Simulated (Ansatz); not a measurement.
Input file:

```yaml
crystal:
  periodic: [false, false, false]
  atoms:
    - {symbol: In, position_ang: [0.000000, -0.037185, 0.001094]}
    - {symbol: H, position_ang: [0.000000, 4.617104, -0.135433]}
    - {symbol: H, position_ang: [0.000000, -0.285550, -3.291530]}
    - {symbol: H, position_ang: [0.000000, -0.095657, 3.302308]}
basis:
  gaussian: {orbitals: def2-SVP}
total_charge: 1
magnetization: {spin_polarized: false, initial_magnetization: 1}
correlation: {method: bccd_t, electrons: outside_noble_gas}
scf: {omitted_lower_state_checks: [cluster_reference]}
```

```sh
$ ansatz run in.yaml --threads 1 --pin off --events-out ev --progress --plain --max-ram 2393MiB
```

(1) Roughly how long does this take on 1 thread of Intel Xeon, shared host, and how much host memory?

```
these checks for a lower state are left out or cut short: cluster_reference
492 factors; integrals over basis functions are off by at most 5.3e-4 eV
mean field evaluation 1: about -5173.3298 eV, gradient 6.9e0 eV
mean field evaluation 2: about -5173.3358 eV, gradient 6.9e0 eV
mean field evaluation 4: about -5168.6742 eV, gradient 1.8e1 eV
mean field evaluation 8: about -5178.7025 eV, gradient 6.6e-2 eV
mean field evaluation 16: about -5172.4373 eV, gradient 7.1e0 eV
mean field evaluation 32: about -5177.1203 eV, gradient 8.4e-4 eV
mean field -5178.70166065 eV, -190.3137757788 hartree, gradient 1.2e-6 eV, S^2 0.750000; 2 other end points of the search recorded, 0 dependent functions left out
9 core orbitals not correlated: weight in the atoms' cores, before any rotation towards them, 1.000 or more for the frozen orbitals, at most 0.000 for the correlated occupied ones
reference -5178.70166065 eV, -190.3137757788 hartree; 3, 2 occupied and 29, 30 virtual orbitals, 492 factors
second order -4.11726350 eV of doubles, -0.00000378 eV of singles
cycle   1  -2.56454068 eV  change    -1.0e0 eV  update   1.6e-1
cycle   2  -3.40580095 eV  change   -8.4e-1 eV  update   1.5e-1
cycle   3  -4.12538858 eV  change   -7.2e-1 eV  update   1.3e-1
cycle   4  -4.73630715 eV  change   -6.1e-1 eV  update   1.1e-1
cycle   5  -5.23295313 eV  change   -5.0e-1 eV  update   9.4e-2
cycle   6  -5.61134510 eV  change   -3.8e-1 eV  update   7.4e-2
cycle   7  -5.87940103 eV  change   -2.7e-1 eV  update   5.7e-2
cycle   8  -6.46681131 eV  change   -5.9e-1 eV  update   4.3e-2
cycle   9  -5.77241153 eV  change    6.9e-1 eV  update   2.0e-2
cycle  10  -5.90016650 eV  change   -1.3e-1 eV  update   3.3e-2
cycle  11  -5.86860164 eV  change    3.2e-2 eV  update   2.5e-2
cycle  12  -6.13145781 eV  change   -2.6e-1 eV  update   2.8e-2
cycle  13  -6.25924222 eV  change   -1.3e-1 eV  update   9.0e-3
cycle  14  -6.26323703 eV  change   -4.0e-3 eV  update   4.9e-4
cycle  15  -6.26594482 eV  change   -2.7e-3 eV  update   1.5e-4
cycle  16  -6.26464900 eV  change    1.3e-3 eV  update   8.8e-5
cycle  17  -6.26519406 eV  change   -5.5e-4 eV  update   3.6e-5
cycle  18  -6.26507062 eV  change    1.2e-4 eV  update   1.5e-5
cycle  19  -6.26505105 eV  change    2.0e-5 eV  update   4.2e-6
cycle  20  -6.26505391 eV  change   -2.9e-6 eV  update   9.2e-7
cycle  21  -6.26505463 eV  change   -7.2e-7 eV  update   5.1e-7
cycle  22  -6.26505254 eV  change    2.1e-6 eV  update   3.4e-7
perturbative correction -0.04619784 eV, -0.0016977392 hartree
WARN: these amplitudes may be one of several solutions (largest doubles amplitude 0.93, level shift 10.05 eV)
Total energy: -5185.01291102 eV, -190.5457099521 hartree
Checks for a lower state left out: cluster_reference
```

Results:

(1) 7.5 s wall and 0.19 GiB.
